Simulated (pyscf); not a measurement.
9 silicon, germanium or tin steps of one kind (hydrogen abstraction, radical): barrier in kJ/mol, from the separated reactants or the lowest minimum found. Single points on ωB97X-D3(BJ)/def2-SVP structures (PySCF, gas phase). Functionals in def2-TZVP; the last column is ωB97M-D3(BJ)/def2-TZVP. Rows were drawn at random from the steps of this kind and element class whose saddle was verified and whose references are stable.

| step | PBE | PBE0-D3(BJ) | r²SCAN | ωB97M-D3(BJ) |
|---|---|---|---|---|
| `[GeH3][SnH3]` + `[CH3]` [doublet] -> `[GeH3][SnH2]` [doublet] + `[CH4]` | -6.3 | 0.2 | 3.7 | 10.6 |
| `[O][GeH3]` [doublet] + `[H][H]` → `[OH][GeH3]` + `[H]` [doublet] | -8.5 | 6.9 | 3.7 | 19.2 |
| `[O][Sn]([OH])([OH])[OH]` [doublet] + `[CH4]` → `[OH][Sn]([OH])([OH])[OH]` + `[CH3]` [doublet] | -17.4 | -1.5 | -9.0 | 13.4 |
| `[F][SiH2][O][SiH3]` + `[H]` [doublet] → `[F][SiH][O][SiH3]` [doublet] + `[H][H]` | 1.0 | 11.5 | 0.3 | 25.6 |
| `[NH]=[SiH][NH2]` + `[H]` [doublet] → `[NH]=[Si][NH2]` [doublet] + `[H][H]` | 1.6 | 10.2 | -0.9 | 22.8 |
| `[NH2][SiH2][Cl]` + `[H]` [doublet] → `[NH2][SiH][Cl]` [doublet] + `[H][H]` | 0.1 | 8.4 | -2.9 | 21.8 |
| `[Cl][CH2][SiH]([Cl])[Cl]` + `[H]` [doublet] → `[Cl][CH2][Si]([Cl])[Cl]` [doublet] + `[H][H]` | 3.2 | 11.2 | -0.2 | 24.8 |
| `[CH3][Si][CH3]` [singlet] + `[H]` [doublet] → `[CH2]=[Si][CH3]` [doublet] + `[H][H]` | -1.7 | 12.9 | -7.8 | 30.6 |
| `[F][GeH2][F]` + `[H]` [doublet] -> `[F][GeH][F]` [doublet] + `[H][H]` | -3.2 | 4.7 | -7.5 | 15.8 |

Differences from the last column (kJ/mol): PBE: mean -24.0, median -21.7, mean size 24.0, lower in 9 of 9; PBE0-D3(BJ): mean -13.3, median -13.3, mean size 13.3, lower in 9 of 9; r²SCAN: mean -22.8, median -23.8, mean size 22.8, lower in 9 of 9. PBE is closest for row 1 (17.0 kJ/mol apart) and farthest for row 8 (32.4 kJ/mol). PBE, r²SCAN and M06-2X carry no added dispersion term. The last column is a level with limits of its own. Each barrier is that of the saddle found. Elements up to Kr have no core potential and no relativistic terms here. Elements past Kr carry the def2 core potentials, without spin-orbit coupling.
